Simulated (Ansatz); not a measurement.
Results of PBE in Ansatz (plane waves, PAW) for diamond.

A relaxed, unreconstructed slab of the (100) face has 16 atoms, two equal faces of 6.378 Å² each and an energy of -4006.2374 eV. A bulk cell of 4 atoms with the same orientation and in-plane k mesh has -1003.2445 eV. Energies are extrapolated to zero smearing.

Run with plane-wave cutoff 500 eV, 10×10×1 k mesh (along the axes of the cell as run), gaussian smearing 0.02 eV, scalar-relativistic PAW data made under PBE.

Worked out: γ = (E_slab − N E_bulk per atom)/2A = [-4006.2374 − 16 × (-1003.2445/4)]/(2 × 6.378) = 0.5284 eV/Å². With 16.022 J/m² per eV/Å² this is 8.47 J/m², or 3.37 eV per surface cell and face.

Ansatz is a first-principles code.
